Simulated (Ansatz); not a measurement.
bcc Li was calculated with PBE-D3(BJ) in Ansatz (plane waves, PAW).

Run with plane-wave cutoff 520 eV, 22×22×22 k mesh, Fermi–Dirac smearing 0.05 eV, scalar-relativistic PAW data made under PBE.

Computed at the level's own relaxed cell.

What does this level give for the volume per atom, bulk modulus B0, lattice constant a and pressure derivative B′ of the bulk modulus?


- volume per atom = 18.33 Å³/atom
- bulk modulus B0 = 15.6 GPa
- lattice constant a = 3.322 Å
- pressure derivative B′ of the bulk modulus = 3.3

The run finds no gap.

Measured, for comparison: equilibrium volume per atom 20.51 Å³/atom (low-temperature or extrapolated to 0 K; zero-point anharmonic expansion removed; as tabulated in Csonka et al. (2009), arXiv:0903.4037); bulk modulus 13.8 GPa (corrected for temperature and zero-point phonon effects, our sources range from 13.1 to 13.9; as tabulated in Levämäki et al. (2014), arXiv:1402.3671); lattice constant a 3.449 Å (low-temperature or extrapolated to 0 K; zero-point anharmonic expansion removed, our sources range from 3.443 to 3.453; as tabulated in Csonka et al. (2009), arXiv:0903.4037). Computed (rounded) less measured: equilibrium volume per atom -10.6 %, bulk modulus +13 % (+12 % to +19 % over the range), lattice constant a -3.7 % (-3.5 % to -3.8 % over the range).

It cost around 17 core-seconds (rough) of CPU time.

Ansatz is a program for electronic structure.
